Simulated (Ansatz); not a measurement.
**B₂, triplet: the ladder up to full CI**

Geometry: a point of a stretch scan, not a stationary point.

```xyz
2

B     0.0000    0.0000    0.0000
B     0.0000    0.0000    2.5310
```

Basis cc-pVDZ; Ansatz 0.2.0. Correlated methods freeze the noble-gas cores, which leaves 6 electrons in 26 orbitals. Prefix R: restricted or restricted open-shell reference; prefix U: unrestricted. Active spaces: pair = (4e, 4o) about the gap; valence = (6e, 8o) chosen from the atoms' valence shells.

Full CI is exact within this basis and frozen core; it isn't the basis-set limit. The frozen core follows each run's orbitals, which can shift R against U totals by a few meV.

Coupled cluster chose its determinant by trial CCSD, here up to 0.30 eV above the lowest Hartree–Fock solution of its kind, and MP2 stands on that determinant too.

- UHF ⟨S²⟩: 2.064
- ⟨S²⟩ of the determinant under UCCSD: 2.055
- T1 diagnostic (RCCSD): 0.0331
- largest doubles amplitude (RCCSD): 0.182
- T1 diagnostic (UCCSD): 0.0332

| level | E − E(determinant under the R cluster runs) (eV) |
| --- | --- |
| RMP2 | -2.9820 |
| UMP2 | -2.9088 |
| RCCSD* | -4.1641 |
| UCCSD* | -4.1771 |
| RCCSD(T)* | -4.3811 |
| UCCSD(T)* | -4.3834 |

(1) Estimate how far full CI in cc-pVDZ lies from RCCSD(T). The table doesn't fix it; the size of (T) and the diagnostics are the guide.

(1) Full CI in cc-pVDZ lies 3.81 mEh below RCCSD(T), which is 48 % of the (T) step (-7.98 mEh). T1 is raised, a doubles amplitude is large, and the rest is a large part of (T). The miss exceeds 1 kcal/mol.

The other levels:

```csv
level,E − E(full CI) (mEh),share of correlation (%),wall time
BCCD(T)*,3.97,97.59,2.9 s
RCCSDT*,0.61,99.63,–
UCCSDT*,0.55,99.67,–
RCCSDT(Q)*,0.11,99.93,13 s
UCCSDT(Q)*,0.05,99.97,12 s
CASSCF (valence space),64.83,60.66,–
NEVPT2 (valence space),16.41,90.04,2.4 s
MRCISD (valence space),2.36,98.57,–
MRCISD+Q (valence space),-0.61,100.37,3.1 s
```

An asterisk marks runs whose energy the program itself flagged as in doubt.

The correlation energy at full CI, counted from the determinant under the R cluster runs, is -4.485 eV. That run took 15 s on 1 thread of Arm Neoverse V1, shared host over 844,928 determinants.

Run but not shown, since their state, orbitals or frozen core can't be matched to the reference's or they repeat it: RHF, UHF, CISD, CISDTQ, CASSCF (pair space), NEVPT2 (pair space).

Times hold each run's SCF and search for its determinant on a shared host, so for small cases they say little of a method's own cost; they ran on 1 thread of Arm Neoverse V1. Some runs computed forces too.

Not variational, and here over 5 meV under the exact energy: MRCISD+Q (valence space).

The full-CI state has the irrep B2u of D2h, in the program's axes (one component, if the state is degenerate).

Natural occupations of full CI about the gap: 1.900 1.846 0.950 0.922 0.117 0.096 0.057 0.050 0.009 0.008; effectively unpaired electrons, Σ n²(2−n)², 2.20.
